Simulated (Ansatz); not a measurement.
Born–Oppenheimer molecular dynamics of AlH4PSi (7 atoms, charge 0, multiplicity 1). It starts at the highest image of a converged band. Of that band: Beside the main top the profile has a ripple of under 15 meV (maxima at images 2, 4), which may be a very shallow well or noise. A vibrational analysis at the climbing image gives one clearly imaginary mode, 699i cm⁻¹: a first-order saddle point.

Computed with Ansatz 0.2.0, UKS B3LYP-D4/def2-SVP.

```json
{
 "ensemble": "NVE (velocity Verlet)",
 "time step": "0.5 fs",
 "steps asked": "200",
 "starting velocities drawn for": "100 K",
 "seed": "4249"
}
```

First frame:

```xyz
7
Properties=species:S:1:pos:R:3
Al -1.102 -0.448 -0.523
Si 0.170 1.536 -0.015
P 0.817 -1.163 0.539
H -2.435 -1.079 -1.068
H 1.462 0.678 0.328
H -0.350 1.654 1.413
H 1.500 -1.246 -0.721
```

Question: How far do the bonds stretch over the last three quarters of this one trajectory? (Pairs bonded in most of those frames.)

Answer: 
```csv
bond,mean (Å),spread (Å),shortest,longest
Al1–Si2,2.326,0.045,2.26,2.39
Al1–P3,2.544,0.075,2.35,2.61
Al1–H4,1.590,0.010,1.57,1.61
Si2–H6,1.594,0.039,1.55,1.69
P3–H5,1.452,0.078,1.33,1.59
P3–H7,1.429,0.024,1.39,1.46
```

Mean temperature of the second half: 272 K. The conserved energy stayed within 0.13 meV per atom of its start (net change 0.035 meV per atom), so the integration is sound. The kinetic energy rose, since the run started high on the potential surface and went downhill. A run of 0.1 ps of so small a system gives no equilibrium averages. The orbitals were unrestricted but ended closed-shell.

Time of the run: 5.4 min on 2 threads of Intel(R) Xeon(R) Platinum 8488C (Sapphire Rapids) (shared host), peak memory 0.22 GiB.
